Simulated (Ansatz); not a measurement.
# C₆H₇N: basis-set convergence

One table from this session's results is given with a row withheld; the runs are named, their logs left out.

The runs use Ansatz 0.2.0, Gaussian basis; one geometry, several basis sets.

Plan: PBE0-D4/def2-SVP; ωB97M-V/def2-SVP; PBE0-D4/def2-QZVPP; ωB97M-V/def2-QZVPP; the functionals' def2-TZVPP values are taken from earlier runs.

## The geometry

An earlier PBE0-D4 in a triple-zeta def2 set relaxation fixed the geometry.

SMILES `N#CC1=CCCC1`, 14 atoms, charge 0, spin multiplicity 1.

Atoms are counted from 1 here; the program's logs count them from 0.

Bond lengths: N1–C2 1.153 Å, C2–C3 1.418 Å, C3–C4 1.335 Å, C3–C7 1.508 Å, C4–C5 1.494 Å, C4–H8 1.083 Å, C5–C6 1.537 Å, C5–H9 1.093 Å, C5–H10 1.098 Å, C6–C7 1.536 Å, C6–H11 1.092 Å, C6–H12 1.090 Å, C7–H13 1.092 Å, C7–H14 1.096 Å. Angles: N1–C2–C3 178.2°, C2–C3–C4 125.2°, C2–C3–C7 122.7°, C4–C3–C7 112.1°, C3–C4–C5 111.5°, C3–C4–H8 124.4°, C5–C4–H8 124.0°, C4–C5–C6 103.3°, C4–C5–H9 112.7°, C4–C5–H10 109.6°, C6–C5–H9 112.9°, C6–C5–H10 112.1°, H9–C5–H10 106.3°, C5–C6–C7 105.7°, C5–C6–H11 109.1°, C5–C6–H12 112.8°, C7–C6–H11 109.2°, C7–C6–H12 112.6° and more.

Set-up of the first run:

in.yaml reads:

```yaml
crystal:
  periodic: [false, false, false]
  atoms:
    - {symbol: N, position_ang: [-2.784272, -1.159741, 1.980646]}
    - {symbol: C, position_ang: [-1.876309, -0.851813, 1.340581]}
    - {symbol: C, position_ang: [-0.769510, -0.430844, 0.559970]}
    - {symbol: C, position_ang: [0.062732, -1.243755, -0.095144]}
    - {symbol: C, position_ang: [1.155804, -0.479957, -0.769551]}
    - {symbol: C, position_ang: [0.660315, 0.974108, -0.710196]}
    - {symbol: C, position_ang: [-0.364714, 1.016430, 0.432788]}
    - {symbol: H, position_ang: [-0.015896, -2.323875, -0.103189]}
    - {symbol: H, position_ang: [1.343900, -0.824554, -1.789672]}
    - {symbol: H, position_ang: [2.095816, -0.619631, -0.219867]}
    - {symbol: H, position_ang: [0.160329, 1.220472, -1.649660]}
    - {symbol: H, position_ang: [1.469873, 1.691639, -0.574036]}
    - {symbol: H, position_ang: [-1.213091, 1.670443, 0.221823]}
    - {symbol: H, position_ang: [0.075043, 1.361091, 1.375508]}
basis:
  gaussian: {orbitals: def2-SVP}
hamiltonian: {xc: pbe0, dispersion: d4}
output: {orbitals: {seedname: orbitals}}
```

Run with:

```sh
ansatz run in.yaml --threads 2 --pin off --events-out ev --progress --plain --max-ram 22528MiB --backend cpu
```

Steps of the session up to this table: PBE0-D4 in def2-SVP; ωB97M-V in def2-SVP; PBE0-D4 in def2-QZVPP; ωB97M-V in def2-QZVPP.

One table of the session follows, with a row left open; its other results are not shown here.

It belongs to the step «Functionals by basis». 

| functional | basis | HOMO (eV) |
| --- | --- | --- |
| PBE0-D4 | def2-SVP | -7.49 |
| PBE0-D4 | def2-TZVPP | -7.54 |
| PBE0-D4 | def2-QZVPP | -7.55 |
| ωB97M-V | def2-SVP | ? |
| ωB97M-V | def2-TZVPP | -9.66 |
| ωB97M-V | def2-QZVPP | -9.68 |

**Question.** Estimate the row for ωB97M-V, def2-SVP.

**Answer.** HOMO (eV): -9.60. In the column «HOMO (eV)» it lies between ωB97M-V, def2-TZVPP (-9.66) and PBE0-D4, def2-QZVPP (-7.55).
